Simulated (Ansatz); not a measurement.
**C₂H₄FN: basis-set convergence**

The task here is to estimate one member of a computed series from the others.

Method: one geometry, several basis sets; program: Ansatz 0.2.0, Gaussian basis.

Levels to be run: PBE0-D4/def2-SVP; ωB97M-V/def2-SVP; PBE0-D4/def2-QZVPP; ωB97M-V/def2-QZVPP; the functionals' def2-TZVPP values are taken from earlier runs.

### The relaxed structure

All runs share one geometry, relaxed beforehand with PBE0-D4 in a triple-zeta def2 set.

SMILES `N/C=C\F`, 8 atoms, charge 0, spin multiplicity 1.

Atoms are counted from 1 here; the program's logs count them from 0.

Bond lengths: N1–C2 1.384 Å, N1–H5 1.008 Å, N1–H6 1.007 Å, C2–C3 1.326 Å, C2–H7 1.083 Å, C3–F4 1.352 Å, C3–H8 1.079 Å. Angles: C2–N1–H5 114.3°, C2–N1–H6 114.9°, H5–N1–H6 112.1°, N1–C2–C3 125.6°, N1–C2–H7 116.5°, C3–C2–H7 117.7°, C2–C3–F4 120.4°, C2–C3–H8 125.7°, F4–C3–H8 113.9°.

Set-up of the first run:

in.yaml

```yaml
crystal:
  periodic: [false, false, false]
  atoms:
    - {symbol: N, position_ang: [-0.262324, 1.162403, -0.395541]}
    - {symbol: C, position_ang: [0.210684, 0.154494, 0.425811]}
    - {symbol: C, position_ang: [0.356269, -1.118217, 0.081926]}
    - {symbol: F, position_ang: [-0.041073, -1.547269, -1.136909]}
    - {symbol: H, position_ang: [-0.748987, 0.835581, -1.215983]}
    - {symbol: H, position_ang: [-0.766035, 1.893997, 0.078024]}
    - {symbol: H, position_ang: [0.548835, 0.451875, 1.410795]}
    - {symbol: H, position_ang: [0.794729, -1.889965, 0.696077]}
basis:
  gaussian: {orbitals: def2-SVP}
hamiltonian: {xc: pbe0, dispersion: d4}
output: {orbitals: {seedname: orbitals}}
```

Launch:

```sh
$ ansatz run in.yaml --threads 2 --pin off --events-out ev --progress --plain --max-ram 4352MiB
```

Among the steps run: PBE0-D4 in def2-SVP; ωB97M-V in def2-SVP; PBE0-D4 in def2-QZVPP; ωB97M-V in def2-QZVPP.

One of the session's tables, all rows but one given; the rest of the session is left out.

It belongs to the step «Density functionals: the series». 

```
functional       basis  HOMO (eV)  LUMO (eV)
   PBE0-D4    def2-SVP      -5.80       1.48
   PBE0-D4  def2-TZVPP      -6.03       1.00
   PBE0-D4  def2-QZVPP      -6.09       0.57
   ωB97M-V    def2-SVP      -8.02       3.44
   ωB97M-V  def2-TZVPP          ?          ?
   ωB97M-V  def2-QZVPP      -8.33       1.76
```

**Question.** Estimate the row for ωB97M-V, def2-TZVPP.

The run gave: HOMO (eV): -8.27; LUMO (eV): 2.46. In the column «HOMO (eV)» it lies between ωB97M-V, def2-QZVPP (-8.33) and ωB97M-V, def2-SVP (-8.02).
